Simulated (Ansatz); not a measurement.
Energy needed to pull apart CH2N (SMILES C=[N]), doublet, into free ground-state atoms, from the structure below (displaced at random from a GFN2-xTB minimum); no zero-point or spin–orbit terms; open-shell atoms are treated unrestricted, in their ground-state multiplicity.

```
4
angstrom
C 0.0149 -0.0023 -0.0056
N 0.7333 0.5592 0.7972
H -0.8858 0.4494 -0.5541
H 0.1805 -1.1560 -0.2887
```

Computed with Ansatz 0.2.0 (basis: def2-TZVPP); correlated methods freeze the cores; orbitals are unrestricted.

```tsv
method	atomization energy (kcal/mol)
PBE-D4	356.8
r2SCAN-D4	341.5
B97M-V	340.9
PBE0-D4	343.0
CAM-B3LYP-D4	344.4
wB97M-V	341.4
HF	?
MP2	323.3
CCSD	?
CCSD(T)	326.8
```

(1) What does CCSD give? (An estimate is asked for; the value comes from the calculation.)

(2) What does HF give? (To be estimated.)

No T1 diagnostic of these runs exceeds 0.040. ⟨S²⟩ of the unrestricted Hartree–Fock references: 0.90 (a pure state has 0.75). The unrestricted reference is spin-contaminated, which hurts MP2 most.

Results:

(1) The calculation gives: 320.1 kcal/mol, which is about 6.7 kcal/mol less than CCSD(T)/def2-TZVPP.

(2) The calculation gives: 228.3 kcal/mol, which is about 98.5 kcal/mol less than CCSD(T)/def2-TZVPP.

In triple zeta the MP2 and coupled-cluster atomization energies are still short of their basis limit by a few kcal/mol a bond, whereas those of the functionals are nearly converged, so these differences are not deviations from converged CCSD(T).

For scale, one of the runs: CCSD(T)/def2-TZVPP forces, 90 basis functions (an equivalent command: `ansatz run in.yaml --threads 4`). The run took 13 s on 4 CPU threads (shared host), with 0.78 GiB of host memory at its peak.
